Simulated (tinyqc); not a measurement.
Inside a calculation. Method: MP2 on RHF in the sto-3g basis, for HF, spin multiplicity 1. Computed by tinyqc, a small Python program that keeps every step (integrals from PySCF). Settings: charge = 0, multiplicity = 1, basis = sto-3g, method = RHF, energy threshold = 1e-10, iteration cap = 68, orthogonalisation = symmetric, start = core, DIIS depth = 6. Command: `OMP_NUM_THREADS=1 python tinyqc.py 30276 30277 out.jsonl` (the two numbers bound the seeds that draw the settings). One thread of a shared host (Intel(R) Xeon(R) Processor @ 2.60GHz), about 0.1 s of CPU time with the checks. The early iterations of the SCF are left out here.

## One-electron integrals

Geometry (angstrom):
```
atom         x         y         z
F     0.000000  0.000000  0.000000
H     0.000000  0.000000  0.970000
```

Basis sto-3g: exponents (1/bohr^2) and contraction coefficients of normalised primitives:
```
element  l (shell)    exponent  coefficient
F            s (1)  166.679130     0.154329
F            s (1)   30.360812     0.535328
F            s (1)    8.216821     0.444635
F            s (2)    6.464803    -0.099967
F            s (2)    1.502281     0.399513
F            s (2)    0.488588     0.700115
F            p (3)    6.464803     0.155916
F            p (3)    1.502281     0.607684
F            p (3)    0.488588     0.391957
H            s (1)    3.425251     0.154329
H            s (1)    0.623914     0.535328
H            s (1)    0.168855     0.444635
```

Overlap, kinetic and nuclear-attraction integrals over the contracted functions; the nuclear repulsion is the sum of Za Zb / Rab.

nuclear repulsion = 4.90989165 hartree

overlap S, lower triangle:
```
           1F 1s     1F 2s    1F 2px    1F 2py    1F 2pz     2H 1s
1F 1s   1.000000
1F 2s   0.237990  1.000000
1F 2px  0.000000  0.000000  1.000000
1F 2py  0.000000  0.000000  0.000000  1.000000
1F 2pz  0.000000  0.000000  0.000000  0.000000  1.000000
2H 1s   0.043602  0.414096  0.000000  0.000000  0.330546  1.000000
```

kinetic energy T (hartree), lower triangle:
```
            1F 1s     1F 2s    1F 2px    1F 2py    1F 2pz     2H 1s
1F 1s   36.984577
1F 2s   -0.212858  1.037995
1F 2px   0.000000  0.000000  3.248015
1F 2py   0.000000  0.000000  0.000000  3.248015
1F 2pz   0.000000  0.000000  0.000000  0.000000  3.248015
2H 1s   -0.003228  0.101990  0.000000  0.000000  0.234319  0.760032
```

nuclear attraction V (hartree), lower triangle:
```
             1F 1s       1F 2s      1F 2px      1F 2py      1F 2pz      2H 1s
1F 1s   -77.555123
1F 2s    -9.306643  -12.083898
1F 2px    0.000000    0.000000  -11.957041
1F 2py    0.000000    0.000000    0.000000  -11.957041
1F 2pz   -0.013457   -0.162991    0.000000    0.000000  -12.059105
2H 1s    -1.754742   -3.825004    0.000000    0.000000   -2.698547  -5.966745
```

core Hamiltonian H = T + V (hartree), lower triangle:
```
             1F 1s       1F 2s     1F 2px     1F 2py     1F 2pz      2H 1s
1F 1s   -40.570546
1F 2s    -9.519500  -11.045903
1F 2px    0.000000    0.000000  -8.709026
1F 2py    0.000000    0.000000   0.000000  -8.709026
1F 2pz   -0.013457   -0.162991   0.000000   0.000000  -8.811090
2H 1s    -1.757970   -3.723014   0.000000   0.000000  -2.464228  -5.206713
```

## Two-electron integrals

Functions are numbered as in S; the eight-fold symmetry (ij|kl) = (ji|kl) = (kl|ij) leaves the list below.

Two-electron integrals (ij|kl) in chemists' order, unique and non-zero (hartree):
```
(11|11) 5.403501   (21|11) 0.841920   (21|21) 0.156299   (22|11) 1.268028
(22|21) 0.292344   (22|22) 0.926167   (31|31) 0.027998   (32|31) 0.043169
(32|32) 0.204588   (33|11) 1.264502   (33|21) 0.292403   (33|22) 0.925959
(33|33) 0.997514   (41|41) 0.027998   (42|41) 0.043169   (42|42) 0.204588
(43|43) 0.053770   (44|11) 1.264502   (44|21) 0.292403   (44|22) 0.925959
(44|33) 0.889973   (44|44) 0.997514   (51|51) 0.027998   (52|51) 0.043169
(52|52) 0.204588   (53|53) 0.053770   (54|54) 0.053770   (55|11) 1.264502
(55|21) 0.292403   (55|22) 0.925959   (55|33) 0.889973   (55|44) 0.889973
(55|55) 0.997514   (61|11) 0.156674   (61|21) 0.028830   (61|22) 0.053546
(61|33) 0.053465   (61|44) 0.053465   (61|51) 0.001183   (61|52) 0.002211
(61|55) 0.053715   (61|61) 0.005373   (62|11) 0.384583   (62|21) 0.089804
(62|22) 0.316011   (62|33) 0.311473   (62|44) 0.311473   (62|51) 0.006105
(62|52) 0.047037   (62|55) 0.324785   (62|61) 0.016791   (62|62) 0.131128
(63|31) 0.009547   (63|32) 0.056016   (63|53) 0.009978   (63|63) 0.019739
(64|41) 0.009547   (64|42) 0.056016   (64|54) 0.009978   (64|64) 0.019739
(65|11) 0.256420   (65|21) 0.060663   (65|22) 0.228558   (65|33) 0.218686
(65|44) 0.218686   (65|51) 0.013163   (65|52) 0.088425   (65|55) 0.248043
(65|61) 0.011835   (65|62) 0.116243   (65|65) 0.122021   (66|11) 0.526131
(66|21) 0.124881   (66|22) 0.505881   (66|33) 0.488266   (66|44) 0.488266
(66|51) 0.011019   (66|52) 0.118479   (66|55) 0.540517   (66|61) 0.023517
(66|62) 0.264939   (66|65) 0.272804   (66|66) 0.774606
```

## Orthogonalisation

S = U s U^T; symmetric (Loewdin) form X = U s^(-1/2) U^T, so that X^T S X = 1.

eigenvalues of S: 0.449305  0.845655  1.000000  1.000000  1.125666  1.579374

X, lower triangle:
```
            1F 1s      1F 2s    1F 2px    1F 2py     1F 2pz     2H 1s
1F 1s    1.023168
1F 2s   -0.131947   1.107586
1F 2px   0.000000   0.000000  1.000000
1F 2py   0.000000   0.000000  0.000000  1.000000
1F 2pz  -0.006640   0.066686  0.000000  0.000000   1.052063
2H 1s    0.021219  -0.259245  0.000000  0.000000  -0.203123  1.134728
```

## Iteration 6 (converged): orbitals

converged F (hartree), lower triangle:
```
             1F 1s      1F 2s     1F 2px     1F 2py     1F 2pz      2H 1s
1F 1s   -25.895135
1F 2s    -6.623109  -3.039277
1F 2px    0.000000   0.000000  -0.462827
1F 2py    0.000000   0.000000   0.000000  -0.462827
1F 2pz   -0.022562  -0.082320   0.000000   0.000000  -0.330733
2H 1s    -1.233248  -1.049945   0.000000   0.000000  -0.555238  -0.530019
```

Diagonalise F' = X^T F X, C = X C', fill 5 alpha and 5 beta electrons from the bottom; D = 2 C_occ C_occ^T. Each column has its largest component positive (the first on a tie).

F' = X^T F X (hartree), lower triangle:
```
            1          2          3          4          5          6
1  -25.421156
2   -3.409729  -1.754490
3    0.000000   0.000000  -0.462827
4    0.000000   0.000000   0.000000  -0.462827
5   -0.049559   0.093700   0.000000   0.000000  -0.145539
6   -0.164526  -0.527286   0.000000   0.000000  -0.554592  -0.033339
```

orbital energies (hartree): MO1 -25.904842, MO2 -1.455994, MO3 -0.569219, MO4 -0.462827, MO5 -0.462827, MO6 0.575532

coefficients C:
```
              MO1        MO2        MO3       MO4        MO5        MO6
1F 1s    0.994763  -0.251215   0.076684  0.000000   0.000000   0.078970
1F 2s    0.022129   0.950416  -0.402001  0.000000   0.000000  -0.500426
1F 2px   0.000000   0.000000   0.000000  0.517485   0.855692   0.000000
1F 2py   0.000000   0.000000   0.000000  0.855692  -0.517485   0.000000
1F 2pz   0.002572   0.074181   0.696699  0.000000   0.000000  -0.813441
2H 1s   -0.005184   0.147394   0.538067  0.000000   0.000000   1.041757
```

D after iteration 6, lower triangle:
```
            1F 1s      1F 2s    1F 2px    1F 2py    1F 2pz     2H 1s
1F 1s    2.117083
1F 2s   -0.495145   2.130770
1F 2px   0.000000   0.000000  2.000000
1F 2py   0.000000   0.000000  0.000000  2.000000
1F 2pz   0.074698  -0.419029  0.000000  0.000000  0.981799
2H 1s   -0.001846  -0.152665  0.000000  0.000000  0.771583  0.622536
```

Within a degenerate level the vectors are fixed only up to a rotation; this is one choice.

## Convergence

Stop when the energy changes by less than 1e-10 hartree and every element of the error matrix X^T (F D S - S D F) X is below 3e-06.

Course of the cycle:
```
iteration   E (hartree)     change  largest element of the error matrix
1          -97.82933031          -                             7.08e-01
2          -98.56134560  -7.32e-01                             1.39e-01
3          -98.57253681  -1.12e-02                             9.30e-03
4          -98.57258054  -4.37e-05                             1.05e-03
5          -98.57258130  -7.53e-07                             8.18e-06
6          -98.57258130  -3.61e-11                             7.26e-08
```

PySCF RHF in the same basis = -98.57258130 hartree

Converged in 6 iterations.

## Integrals over molecular orbitals

(pq|rs) = sum C_ip C_jq C_kr C_ls (ij|kl), one index at a time.

one-electron integrals over orbitals h = C^T H C (hartree), lower triangle:
```
            1          2          3          4          5          6
1  -40.552438
2    0.705849  -9.143160
3   -0.205709   0.560640  -7.513114
4    0.000000   0.000000   0.000000  -8.709026
5    0.000000   0.000000   0.000000   0.000000  -8.709026
6   -0.215493   1.141705   1.914768   0.000000   0.000000  -6.109621
```

Two-electron integrals over orbitals (pq|rs), unique and non-zero (hartree):
```
(11|11) 5.362720    (21|11) -0.506891   (21|21) 0.075754    (22|11) 1.203773
(22|21) -0.020163   (22|22) 0.857590    (31|11) 0.154226    (31|21) -0.021293
(31|22) 0.012443    (31|31) 0.022367    (32|11) -0.143716   (32|21) 0.008244
(32|22) -0.023961   (32|31) 0.020924    (32|32) 0.155779    (33|11) 0.989303
(33|21) -0.010715   (33|22) 0.748312    (33|31) -0.005038   (33|32) -0.044359
(33|33) 0.755572    (41|41) 0.029595    (42|41) 0.039194    (42|42) 0.181885
(43|41) -0.010965   (43|42) -0.041289   (43|43) 0.046415    (44|11) 1.264009
(44|21) -0.014514   (44|22) 0.880177    (44|31) 0.004487    (44|32) -0.077190
(44|33) 0.746017    (44|44) 0.997514    (51|51) 0.029595    (52|51) 0.039194
(52|52) 0.181885    (53|51) -0.010965   (53|52) -0.041289   (53|53) 0.046415
(54|54) 0.053770    (55|11) 1.264009    (55|21) -0.014514   (55|22) 0.880177
(55|31) 0.004487    (55|32) -0.077190   (55|33) 0.746017    (55|44) 0.889973
(55|55) 0.997514    (61|11) 0.160151    (61|21) -0.025937   (61|22) 0.000625
(61|31) -0.008983   (61|32) -0.024948   (61|33) 0.011612    (61|44) 0.004414
(61|55) 0.004414    (61|61) 0.025075    (62|11) -0.234303   (62|21) 0.005239
(62|22) -0.124713   (62|31) -0.020204   (62|32) -0.049777   (62|33) -0.035373
(62|44) -0.122782   (62|55) -0.122782   (62|61) 0.016144    (62|62) 0.096087
(63|11) -0.364273   (63|21) 0.006345    (63|22) -0.173887   (63|31) 0.002156
(63|32) 0.094229    (63|33) -0.120386   (63|44) -0.202009   (63|55) -0.202009
(63|61) -0.006305   (63|62) 0.054995    (63|63) 0.182944    (64|41) -0.010304
(64|42) -0.040890   (64|43) -0.015607   (64|64) 0.031254    (65|51) -0.010304
(65|52) -0.040890   (65|53) -0.015607   (65|65) 0.031254    (66|11) 0.882312
(66|21) -0.009023   (66|22) 0.677317    (66|31) 0.015265    (66|32) 0.068215
(66|33) 0.668561    (66|44) 0.648847    (66|55) 0.648847    (66|61) -0.009505
(66|62) -0.065803   (66|63) -0.015695   (66|66) 0.710667
```

## Second-order Moller-Plesset energy

Hartree-Fock energy = -98.57258130 hartree

E2 = sum_ijab (ia|jb) [2 (ia|jb) - (ib|ja)] / (e_i + e_j - e_a - e_b) over occupied i, j and virtual a, b; the opposite-spin part is (ia|jb)^2 / denominator, the rest is same-spin, and SCS-MP2 scales them by 6/5 and 1/3.

Terms:
```
i  j  a  b    (ia|jb)    (ib|ja)  denominator       term
3  3  6  6   0.182944   0.182944    -2.289502  -0.014618
2  2  6  6   0.096087   0.096087    -4.063052  -0.002272
3  2  6  6   0.054995   0.054995    -3.176277  -0.000952
2  3  6  6   0.054995   0.054995    -3.176277  -0.000952
5  5  6  6   0.031254   0.031254    -2.076717  -0.000470
4  4  6  6   0.031254   0.031254    -2.076717  -0.000470
1  1  6  6   0.025075   0.025075   -52.960748  -0.000012
2  1  6  6   0.016144   0.016144   -28.511900  -0.000009
1  2  6  6   0.016144   0.016144   -28.511900  -0.000009
1  3  6  6  -0.006305  -0.006305   -27.625125  -1.44e-06
3  1  6  6  -0.006305  -0.006305   -27.625125  -1.44e-06
```

Pair energies (hartree; pair i-j sums ij and ji):
```
pair  opposite spin  same spin
1-1       -0.000012   0.000000
2-1       -0.000018   0.000000
2-2       -0.002272   0.000000
3-1       -2.88e-06   0.000000
3-2       -0.001904   0.000000
3-3       -0.014618   0.000000
4-4       -0.000470   0.000000
5-5       -0.000470   0.000000
```

MP2 correlation energy = -0.01976867 hartree

SCS-MP2 correlation energy = -0.02372241 hartree

MP2 total energy = -98.59234997 hartree
